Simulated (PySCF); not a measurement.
Spin-rotation constants: `Cc1c[p-]cp1`, [C4H5P2]-, charge -1

Molfile (atoms numbered from 1):
```
C4H5P2
     RDKit          3D

 11 11  0  0  0  0  0  0  0  0999 V2000
   -1.7408   -0.3657    0.0759 C   0  0  0  0  0  0  0  0  0  0  0  0
   -0.2575   -0.1262   -0.0140 C   0  0  0  0  0  0  0  0  0  0  0  0
    0.2819    1.1303    0.0917 C   0  0  0  0  0  0  0  0  0  0  0  0
    2.0160    1.2942    0.0063 P   0  0  0  0  0  0  0  0  0  0  0  0
    2.2624   -0.4026   -0.1920 C   0  0  0  0  0  0  0  0  0  0  0  0
    0.8857   -1.4449   -0.2278 P   0  0  0  0  0  0  0  0  0  0  0  0
   -2.0574   -0.4465    1.1199 H   0  0  0  0  0  0  0  0  0  0  0  0
   -2.2950    0.4577   -0.3802 H   0  0  0  0  0  0  0  0  0  0  0  0
   -2.0081   -1.2933   -0.4291 H   0  0  0  0  0  0  0  0  0  0  0  0
   -0.3433    2.0091    0.2191 H   0  0  0  0  0  0  0  0  0  0  0  0
    3.2616   -0.8095   -0.2957 H   0  0  0  0  0  0  0  0  0  0  0  0
  1  2  1  0
  2  3  2  0
  3  4  1  0
  4  5  1  0
  5  6  2  0
  6  2  1  0
  1  7  1  0
  1  8  1  0
  1  9  1  0
  3 10  1  0
  5 11  1  0
M  CHG  1   4  -1
M  END
```

Computed with GIAO PBE/aug-pcSseg-1 magnetisability, rotational g tensor and spin-rotation constants, non-relativistic, gas phase (PySCF 2.14.0). Geometry: GFN2-xTB.

For an ion the centre-of-mass motion in the field is neglected.

(1) Give the nuclear spin-rotation constants along the inertial axes (H = +C I·J) beside the isotropic shieldings.

(2) How do the rotational constants and the g tensor change when H7, H8, H9, H10, H11 are replaced by deuterium?

Results:

(1) Rotational constants 4.1106, 2.2601, 1.4717 GHz. A star marks the isotopologue with that one atom substituted, in its own axes.
```tsv
atom	isotope	Caa (kHz)	Cbb (kHz)	Ccc (kHz)	mean (kHz)	σ (ppm)
P4	31P	9.428	5.026	2.319	5.591	141.4
P6	31P	9.052	5.323	2.235	5.537	143.8
H7	1H	-0.304	-0.194	0.068	-0.143	28.4
H8	1H	-0.373	0.033	-0.070	-0.137	28.9
H9	1H	-0.096	-0.072	-0.084	-0.084	28.3
H10	1H	-0.302	0.322	-0.141	-0.041	23.9
H11	1H	0.077	0.139	-0.145	0.024	23.4
C1	13C*	0.569	0.374	0.253	0.399	159.2
C2	13C*	2.236	0.852	0.253	1.113	26.5
C3	13C*	1.337	1.171	0.276	0.928	39.8
C5	13C*	1.899	1.119	0.229	1.083	21.2
```
For the geometry as given, no vibrational averaging.

(2) Constants 3.6901, 2.0006, 1.3185 GHz; g -0.0896, -0.0554, 0.0010, against -0.0966, -0.0640, 0.0014 before.
